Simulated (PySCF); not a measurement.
PySCF input (M06-2X/6-31G* (5d)):

```python
from pyscf import gto, dft

mol = gto.M(
    atom='''
    C     0.01969800   -0.00797679    0.73352803
    Cl   -0.01247615    1.72980929   -0.06722393
    Cl    1.49955960   -0.85425955   -0.13592839
    Cl   -1.49403568   -0.87273440   -0.05573993
    ''',
    basis='6-31g*',
    charge=-1,
    spin=0,
    verbose=4,
)

mf = dft.RKS(mol, xc='m062x')
mf.grids.level = 4
mf.conv_tol = 1e-9
mf.max_cycle = 100
mf.max_memory = 1500
mf.kernel()
if not mf.converged:
    mf = mf.newton()
    mf.kernel(mf.make_rdm1())
mf.dip_moment()
```

From the last part of the output:

```
tot grids = 114680
init E= -1418.49778907609
  HOMO = -0.239350748110912  LUMO = -0.0346791002281774  gap/eV = 5.56940
cycle= 1 E= -1418.46477988341  delta_E= 0.033  |g|= 0.556  |ddm|=  2.2
  HOMO = -0.117279280853655  LUMO = 0.129148270533929  gap/eV = 6.70564
cycle= 2 E= -1418.36082030101  delta_E= 0.104  |g|= 0.888  |ddm|= 1.53
  HOMO = -0.0689952993506018  LUMO = 0.197383058585878  gap/eV = 7.24852
cycle= 3 E= -1418.56464653561  delta_E= -0.204  |g|= 0.0512  |ddm|= 0.812
  HOMO = -0.0863712989970908  LUMO = 0.185567948038136  gap/eV = 7.39984
cycle= 4 E= -1418.56553622449  delta_E= -0.00089  |g|= 0.0213  |ddm|= 0.131
  HOMO = -0.082734237532609  LUMO = 0.191253143887469  gap/eV = 7.45558
cycle= 5 E= -1418.5657344431  delta_E= -0.000198  |g|= 0.00545  |ddm|= 0.0454
  HOMO = -0.082102286634353  LUMO = 0.191434431741658  gap/eV = 7.44331
cycle= 6 E= -1418.56576278551  delta_E= -2.83e-05  |g|= 0.00161  |ddm|= 0.0273
  HOMO = -0.0819943532815572  LUMO = 0.191387092450718  gap/eV = 7.43909
cycle= 7 E= -1418.5657667199  delta_E= -3.93e-06  |g|= 0.000311  |ddm|= 0.0134
  HOMO = -0.0819672791084503  LUMO = 0.191389377682899  gap/eV = 7.43841
cycle= 8 E= -1418.56576682496  delta_E= -1.05e-07  |g|= 9.56e-05  |ddm|= 0.00197
  HOMO = -0.0819590963014774  LUMO = 0.191399818378432  gap/eV = 7.43847
cycle= 9 E= -1418.56576683026  delta_E= -5.3e-09  |g|= 1.37e-05  |ddm|= 0.000317
  HOMO = -0.0819598739015195  LUMO = 0.191396434799122  gap/eV = 7.43840
cycle= 10 E= -1418.56576683051  delta_E= -2.49e-10  |g|= 2.65e-06  |ddm|= 7.91e-05
  HOMO = -0.0819600228756716  LUMO = 0.191396924324114  gap/eV = 7.43842
Extra cycle  E= -1418.56576683052  delta_E= -2.96e-12  |g|= 8.58e-07  |ddm|= 5.68e-06
converged SCF energy = -1418.56576683052

WARN: System has nonzero charge -1; the dipole moment is origin-dependent.
Location of origin: [0. 0. 0.]

Dipole moment(X, Y, Z, Debye): -0.01998,  0.00799, -0.74543
```

The dipole moment of an ion depends on the origin.
